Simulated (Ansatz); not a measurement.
A run of Ansatz (development build ahead of 0.2.0) on singlet C2H6O at this shape:

```xyz
9

C     0.0087   -0.4096   -0.3534
C     0.0046   -0.4391    1.1643
O     0.0082    0.9278   -0.7842
H    -0.8896   -0.9664   -0.7212
H     0.8860   -0.9607   -0.7394
H     0.0068   -1.4733    1.5407
H     0.8992    0.0796    1.5476
H    -0.8892    0.0727    1.5450
H    -0.0053    0.9302   -1.7499
```

Its results:

```
Converged                       : yes
Reference energy                : -154.14444 hartree
Correlation energy              : -0.58325 hartree
Total energy                    : -154.72768 hartree
Spin squared of the determinant : 0.000
```

(1) Which input gives this output? Name the method, the orbitals and the basis set, and write the input.

Results:

(1) RHF-MP2 in def2-TZVP. An unrestricted run that stays on the closed shell gives the same numbers.

```yaml
crystal:
  periodic: [false, false, false]
  atoms:
    - { symbol: C, position_ang: [0.00868, -0.4096, -0.35338] }
    - { symbol: C, position_ang: [0.00458, -0.43906, 1.16435] }
    - { symbol: O, position_ang: [0.00824, 0.9278, -0.7842] }
    - { symbol: H, position_ang: [-0.88963, -0.96635, -0.72121] }
    - { symbol: H, position_ang: [0.88595, -0.96072, -0.73943] }
    - { symbol: H, position_ang: [0.00682, -1.47331, 1.54071] }
    - { symbol: H, position_ang: [0.89916, 0.07964, 1.54763] }
    - { symbol: H, position_ang: [-0.88917, 0.07268, 1.54496] }
    - { symbol: H, position_ang: [-0.00531, 0.93023, -1.74992] }
basis:
  gaussian: { orbitals: def2-TZVP }
hamiltonian:
  xc: hf
correlation:
  method: mp2
  frozen_orbitals: { C: 1, H: 0, O: 1 }
```
